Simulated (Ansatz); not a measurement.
**C2H4F2: basis-set convergence**

The task here is to estimate one member of a computed series from the others.

Method: one geometry, several basis sets; program: Ansatz 0.2.0, Gaussian basis.

Levels to be run: PBE0-D4/def2-SVP; ωB97M-V/def2-SVP; PBE0-D4/def2-QZVPP; ωB97M-V/def2-QZVPP; the functionals' def2-TZVPP values are taken from earlier runs.

## The relaxed structure

All runs share one geometry, relaxed beforehand with PBE0-D4 in a triple-zeta def2 set.

SMILES `FCCF`, 8 atoms, charge 0, spin multiplicity 1.

Atoms are counted from 1 here; the program's logs count them from 0.

Bond lengths: F1–C2 1.378 Å, C2–C3 1.498 Å, C2–H5 1.094 Å, C2–H6 1.095 Å, C3–F4 1.378 Å, C3–H7 1.095 Å, C3–H8 1.094 Å. Angles: F1–C2–C3 110.9°, F1–C2–H5 108.2°, F1–C2–H6 108.3°, C3–C2–H5 110.5°, C3–C2–H6 109.4°, H5–C2–H6 109.4°, C2–C3–F4 110.9°, C2–C3–H7 109.4°, C2–C3–H8 110.5°, F4–C3–H7 108.3°, F4–C3–H8 108.2°, H7–C3–H8 109.4°.

The first run:

The input, in.yaml:

```yaml
crystal:
  periodic: [false, false, false]
  atoms:
    - {symbol: F, position_ang: [-1.299983, 0.769579, 0.867503]}
    - {symbol: C, position_ang: [-0.104427, 0.709184, 0.185194]}
    - {symbol: C, position_ang: [0.229237, -0.703495, -0.183532]}
    - {symbol: F, position_ang: [-0.606933, -1.162312, -1.177940]}
    - {symbol: H, position_ang: [-0.190992, 1.329576, -0.711754]}
    - {symbol: H, position_ang: [0.682525, 1.112119, 0.832050]}
    - {symbol: H, position_ang: [1.260151, -0.749950, -0.551135]}
    - {symbol: H, position_ang: [0.122423, -1.361801, 0.683716]}
basis:
  gaussian: {orbitals: def2-SVP}
hamiltonian: {xc: pbe0, dispersion: d4}
output: {orbitals: {seedname: orbitals}}
```

On the command line:

```bash
$ ansatz run in.yaml --threads 4 --pin off --events-out ev --progress --plain --max-ram 10444MiB
```

Among the steps run: PBE0-D4 in def2-SVP; ωB97M-V in def2-SVP; PBE0-D4 in def2-QZVPP; ωB97M-V in def2-QZVPP.

One of the session's tables, all rows but one given; the rest of the session is left out.

| functional | basis | HOMO (eV) | LUMO (eV) |
| --- | --- | --- | --- |
| PBE0-D4 | def2-SVP | -9.32 | 1.95 |
| PBE0-D4 | def2-TZVPP | -9.55 | 1.42 |
| PBE0-D4 | def2-QZVPP | -9.60 | 0.81 |
| ωB97M-V | def2-SVP | ? | ? |
| ωB97M-V | def2-TZVPP | -11.98 | 2.88 |
| ωB97M-V | def2-QZVPP | -12.04 | 1.94 |

**Question.** Estimate the row for ωB97M-V, def2-SVP.

The run gave: HOMO (eV): -11.74; LUMO (eV): 3.63. In the column «HOMO (eV)» it lies between ωB97M-V, def2-TZVPP (-11.98) and PBE0-D4, def2-QZVPP (-9.60).
